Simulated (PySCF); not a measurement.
Geometries of 4 isomers of CHNS, from PySCF, PBE0-D3(BJ)/def2-SVP geometry optimisation, gas phase. One conformer each, no zero-point energy, no frequencies.

Task: Which is lowest in electronic energy at this level?
A.
```xyz
4
angstrom
C      1.803   -0.112   -0.405
N      0.636    0.062   -0.405
S     -0.980    0.411   -0.529
H     -1.376   -0.451    0.437
```
B.
```xyz
4
angstrom
N     -0.788   -0.231   -0.150
C      0.378   -0.051   -0.379
S      1.896    0.067   -0.768
H     -1.486    0.215    0.425
```
C.
```xyz
4
angstrom
N      1.794   -0.136   -0.427
C      0.650    0.069   -0.424
S     -0.999    0.440   -0.495
H     -1.362   -0.463    0.444
```
D.
```xyz
4
angstrom
C     -1.015   -0.294   -0.141
N      0.149   -0.308   -0.240
S      1.733   -0.327   -0.374
H     -2.086   -0.282   -0.051
```

Result: B. That is isothiocyanic acid, `N=C=S`, 15.0 kcal/mol below the next.

```
    SMILES  atoms numbered as above      E (Eh)  relative (kcal/mol)  relative (kJ/mol)  dipole (D)
     N=C=S       [NH:1]=[C:2]=[S:3]  -491.19673                  0.0                0.0        2.25
      N#CS        [N:1]#[C:2][SH:3]  -491.17285                 15.0               62.7        3.44
C#[N+][S-]      [CH:1]#[N+:2][S-:3]  -491.13666                 37.7              157.7        3.43
[C-]#[N+]S      [C-:1]#[N+:2][SH:3]  -491.12394                 45.7              191.1        3.41
```

As drawn, the lowest has an N–H bond, which the highest lacks; the highest has an S–H bond, which the lowest lacks.
